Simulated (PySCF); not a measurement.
Species: C₃H₄FNO.
SMILES: `C=C(F)NC=O`

Method used: EOM-IP-CCSD/aug-cc-pVDZ in PySCF, restricted Hartree–Fock reference, frozen core, non-relativistic, gas phase, PBE0-D3(BJ)/def2-SVP geometry.

Hartree–Fock orbital energies give these Koopmans values (eV): HOMO 9.55, HOMO-1 12.43, HOMO-2 13.14, HOMO-3 15.67, HOMO-4 16.47, HOMO-5 16.52, HOMO-6 17.64, HOMO-7 18.70.

Task: What vertical ionisation energies does EOM-IP-CCSD give?

Result: 
| leading hole (HF orbital) | Koopmans (eV) | EOM-IP-CCSD (eV) | change (eV) | one-hole share |
| --- | --- | --- | --- | --- |
| HOMO | 9.55 | 9.25 | -0.30 | 0.96 |
| HOMO-1 | 12.43 | 10.55 | -1.88 | 0.94 |
| HOMO-2 | 13.14 | 11.96 | -1.18 | 0.94 |
| HOMO-3 | 15.67 | 14.35 | -1.32 | 0.95 |
| HOMO-4 | 16.47 | 14.64 | -1.83 | 0.95 |
| HOMO-5 | 16.52 | 14.87 | -1.65 | 0.90 |
| HOMO-6 | 17.64 | 15.53 | -2.11 | 0.94 |
| HOMO-7 | 18.70 | 16.57 | -2.13 | 0.94 |

Task: Does the order of the lines follow the orbital energies?

Result: Yes, no two lines change places. The corrections run from -2.13 to -0.30 eV, with a mean of -1.55 eV over the 8 lines; no line lies above its Koopmans value. Koopmans values leave out both the relaxation of the orbitals and the change in correlation energy.

Task: At what kinetic energies would He I light (21.22 eV) eject these electrons?

Result: 11.97 eV (HOMO), 10.67 eV (HOMO-1), 9.26 eV (HOMO-2), 6.87 eV (HOMO-3), 6.58 eV (HOMO-4), 6.35 eV (HOMO-5), 5.69 eV (HOMO-6), 4.65 eV (HOMO-7).

Task: What total energy has the lowest final state, and which wavelength reaches it?

Result: E(CCSD) + ionisation energy = -345.71366 + 0.33987 = -345.37379 Eh, at the geometry of the initial state. The threshold wavelength is 1239.84 eV nm/9.25 eV = 134.0 nm.

One root was sought for each valence orbital with −ε under 21 eV, eight at most, so deeper holes and satellites are missing; no vibrational structure.

The values belong to the conformer `[CH2:1]=[C:2]([F:3])[NH:4][CH:5]=[O:6]`: C1–C2–N4–C5 1°, C2–N4–C5–O6 0°.
